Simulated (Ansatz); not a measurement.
A made-up structure of CH$_{2}$AlSi, doublet:

C1  (0.350, -0.554, 1.052)
Si2  (0.890, -1.405, 2.671)
Al3  (-0.252, 0.398, -0.756)
H4  (-1.584, -0.310, -1.694)
H5  (0.595, 1.871, -1.273)
(Å)

It is relaxed with PBE-D4/def2-SVP and then PBE0-D4/def2-TZVP (Ansatz 0.2.0). Atoms count as bonded within 1.22 times the sum of their covalent radii (H–H: 0.88 Å). The end point is not checked to be a true minimum.

(1) Does its bonding change? (Judge from chemistry; the calculation decides.)

## Answers

(1) The calculation gives: No: no bond forms or breaks.

Where it ends: The first stage lowers the energy by 0.98 eV in 4 steps. It ends as CH₂AlSi ([AlH2][C][Si]):
```
5
angstrom
C 0.3129 -0.4939 0.9390
Si 0.7949 -1.2543 2.3850
Al -0.2251 0.3552 -0.6754
H -1.4143 -0.2771 -1.5122
H 0.5317 1.6701 -1.1364
```

Labels in which every atom is bracketed show which atoms are joined, not bond orders.

For scale, one of the runs: PBE0-D4/def2-TZVP relaxation, 117 basis functions, launched by `ansatz run in.yaml --threads 2 --pin off --events-out ev --progress --plain --max-ram 4352MiB`. The run took about 33 s on 2 CPU threads of an Arm Neoverse V1 (shared host).
